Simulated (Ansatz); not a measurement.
## How the Voigt–Reuss–Hill bulk modulus of wurtzite AlN moves with the method

No measured value is used here.

```
level (code)     value (GPa)  cell (Å³/atom)
---------------  -----------  --------------
LDA (Ansatz)             211           10.21
PBE (Ansatz)               ?           10.65
r²SCAN (Ansatz)          211           10.40
```

Task: Complete the blanks.

Result: 
- PBE (Ansatz, a quantum-chemistry and plane-wave program), value (GPa): 193

Each level is taken at its own relaxed cell. Cutoffs differ between the levels. Ansatz's density-functional and Hartree–Fock values are scalar-relativistic unless marked +SOC, with PAW data made under PBE.
